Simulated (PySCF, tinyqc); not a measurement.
Inside a calculation. Method: RKS/PBE in the sto-3g basis, for BH, spin multiplicity 1. The lowest restricted solution is unstable here: a spin-polarised one lies 0.0052 hartree lower (PySCF). One step of it, computed by the program tinyqc.

Task: Iteration 1: diagonalisation and new density. Diagonalise F' = X^T F X, C = X C', fill 3 alpha and 3 beta electrons from the bottom; D = 2 C_occ C_occ^T. Each column has its largest component positive (the first on a tie).

Kohn-Sham matrix F (hartree), order 1B 1s, 1B 2s, 1B 2px, 1B 2py, 1B 2pz, 2H 1s:
```
[[-6.193264, -1.870642, 0.000000, 0.000000, 0.017388, -0.575610],
 [-1.870642, -0.755200, 0.000000, 0.000000, 0.004253, -0.394179],
 [0.000000, 0.000000, 0.071715, -0.004603, 0.000000, 0.000000],
 [0.000000, 0.000000, -0.004603, 0.067050, 0.000000, 0.000000],
 [0.017388, 0.004253, 0.000000, 0.000000, -0.022308, -0.188954],
 [-0.575610, -0.394179, 0.000000, 0.000000, -0.188954, -0.206369]]
```

X, order 1B 1s, 1B 2s, 1B 2px, 1B 2py, 1B 2pz, 2H 1s:
```
[[1.030373, -0.156505, 0.000000, 0.000000, -0.014764, 0.027929],
 [-0.156505, 1.215264, 0.000000, 0.000000, 0.180302, -0.430675],
 [0.000000, 0.000000, 1.000000, 0.000000, 0.000000, 0.000000],
 [0.000000, 0.000000, 0.000000, 1.000000, 0.000000, 0.000000],
 [-0.014764, 0.180302, 0.000000, 0.000000, 1.174302, -0.417756],
 [0.027929, -0.430675, 0.000000, 0.000000, -0.417756, 1.354524]]
```

Give: F' = X^T F X; orbital energies; coefficients C; D after iteration 1.

Result:

F' = X^T F X (hartree):
```
[[-6.0206, -1.0244, 0.0000, 0.0000, -0.0004, -0.1155],
 [-1.0244, -0.2292, 0.0000, 0.0000, 0.1669, -0.3196],
 [0.0000, 0.0000, 0.0717, -0.0046, 0.0000, 0.0000],
 [0.0000, 0.0000, -0.0046, 0.0670, 0.0000, 0.0000],
 [-0.0004, 0.1669, 0.0000, 0.0000, 0.1562, -0.3167],
 [-0.1155, -0.3196, 0.0000, 0.0000, -0.3167, 0.1489]]
```

orbital energies (hartree): [-6.2009, -0.2734, -0.0997, 0.0642, 0.0745, 0.6293]

coefficients C, order 1B 1s, 1B 2s, 1B 2px, 1B 2py, 1B 2pz, 2H 1s:
```
[[0.9890, -0.2407, 0.1673, 0.0000, 0.0000, 0.1518],
 [0.0411, 0.6427, -0.6624, 0.0000, 0.0000, -0.9305],
 [0.0000, 0.0000, 0.0000, 0.5234, 0.8521, 0.0000],
 [0.0000, 0.0000, 0.0000, 0.8521, -0.5234, 0.0000],
 [0.0015, 0.0990, 0.6659, 0.0000, 0.0000, -1.0644],
 [-0.0089, 0.4912, 0.3757, 0.0000, 0.0000, 1.3465]]
```

D after iteration 1, order 1B 1s, 1B 2s, 1B 2px, 1B 2py, 1B 2pz, 2H 1s:
```
[[2.1282, -0.4498, 0.0000, 0.0000, 0.1783, -0.1284],
 [-0.4498, 1.7071, 0.0000, 0.0000, -0.7548, 0.1330],
 [0.0000, 0.0000, 0.0000, 0.0000, 0.0000, 0.0000],
 [0.0000, 0.0000, 0.0000, 0.0000, 0.0000, 0.0000],
 [0.1783, -0.7548, 0.0000, 0.0000, 0.9064, 0.5975],
 [-0.1284, 0.1330, 0.0000, 0.0000, 0.5975, 0.7649]]
```
